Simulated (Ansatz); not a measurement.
SiH₅, that is [SiH5]- with one electron fewer. Charge 0, multiplicity 2. Geometry PBE0-D4/def2-TZVPD, that of the charge -1 singlet; atoms count from 1.

Cartesian coordinates in Å:
```
Si 0.000 0.000 0.000
H -1.368 0.801 0.345
H 1.368 -0.801 -0.345
H 0.213 -0.278 1.492
H 0.582 1.268 -0.634
H -0.796 -0.990 -0.858
```

Estimate the Mulliken populations from the PBE0/def2-TZVPD orbitals of Ansatz.


| atom | charge (e) | spin (α − β) |
| --- | --- | --- |
| Si1 | -0.20 | -0.12 |
| H2 | 0.03 | 0.38 |
| H3 | 0.03 | 0.38 |
| H4 | 0.05 | 0.12 |
| H5 | 0.05 | 0.12 |
| H6 | 0.05 | 0.12 |
Mulliken values and Mayer orders depend strongly on the basis. With diffuse functions, as here, like atoms can get unlike values, and bond orders can come out too low or too high.

Where does the spin sit?

Summed by element: Si -0.12, H 1.12, of 1 unpaired in all. Largest on single atoms: H2 0.38, H3 0.38, Si1 -0.12.
